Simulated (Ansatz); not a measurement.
Geometry optimisation, RKS PBE0-D4/cc-pVDZ in Ansatz.

Input:

```yaml
crystal:
  periodic: [false, false, false]
  atoms:
    - { symbol: Si, position_ang: [-0.398408, -0.137323, -0.394944] }
    - { symbol: F, position_ang: [-0.002312, 0.769747, 2.218364] }
    - { symbol: H, position_ang: [0.83489, -0.832305, 0.06574] }
    - { symbol: H, position_ang: [-0.200392, 1.340899, -0.466637] }
    - { symbol: H, position_ang: [-0.737655, -0.646027, -1.770561] }
    - { symbol: O, position_ang: [-1.718001, -0.498569, 0.600708] }
    - { symbol: H, position_ang: [-2.367911, -1.092871, 0.206586] }
    - { symbol: H, position_ang: [-0.861212, 0.466748, 2.384044] }
basis:
  gaussian: { orbitals: cc-pVDZ }
hamiltonian:
  xc: pbe0
  dispersion: d4
relax:
  f_tol: 0.03
  max_steps: 50
```

Command:

```bash
$ ansatz run input.yaml --threads 1 --pin off --max-ram 2048MiB --backend cpu --events-out ev --progress --plain --runs-dir out
```

Q: Where does it end, and by what steps?

A: The run converged. After 12 steps the energy has fallen by 0.170 eV; H7 moved furthest, 0.51 Å.

```json
{"step": "0", "energy less start (eV)": "0.0000", "largest force component (eV/Å)": "0.371", "accepted": "yes"}
{"step": "1", "energy less start (eV)": "-0.0457", "largest force component (eV/Å)": "1.629", "accepted": "yes"}
{"step": "2", "energy less start (eV)": "-0.1133", "largest force component (eV/Å)": "1.163", "accepted": "yes"}
{"step": "3", "energy less start (eV)": "0.0300", "largest force component (eV/Å)": "1.953", "accepted": "no"}
{"step": "4", "energy less start (eV)": "-0.1483", "largest force component (eV/Å)": "0.315", "accepted": "yes"}
{"step": "5", "energy less start (eV)": "-0.1576", "largest force component (eV/Å)": "0.143", "accepted": "yes"}
{"step": "6", "energy less start (eV)": "-0.1593", "largest force component (eV/Å)": "0.582", "accepted": "yes"}
{"step": "7", "energy less start (eV)": "-0.1459", "largest force component (eV/Å)": "0.333", "accepted": "no"}
{"step": "8", "energy less start (eV)": "-0.1639", "largest force component (eV/Å)": "0.100", "accepted": "yes"}
{"step": "9", "energy less start (eV)": "-0.1677", "largest force component (eV/Å)": "0.077", "accepted": "yes"}
{"step": "10", "energy less start (eV)": "-0.1684", "largest force component (eV/Å)": "0.216", "accepted": "yes"}
{"step": "11", "energy less start (eV)": "-0.1701", "largest force component (eV/Å)": "0.077", "accepted": "yes"}
{"step": "12", "energy less start (eV)": "-0.1702", "largest force component (eV/Å)": "0.015", "accepted": "yes"}
```

```xyz
8
Properties=species:S:1:pos:R:3
Si -0.369 -0.115 -0.492
F -0.271 0.722 2.507
H 0.809 -0.917 -0.043
H -0.062 1.340 -0.533
H -0.820 -0.606 -1.834
O -1.677 -0.268 0.608
H -2.087 -1.141 0.632
H -0.976 0.356 1.999
```

The run took 31 s on 1 thread of Arm Neoverse V2 (shared host), peak memory 0.14 GiB.
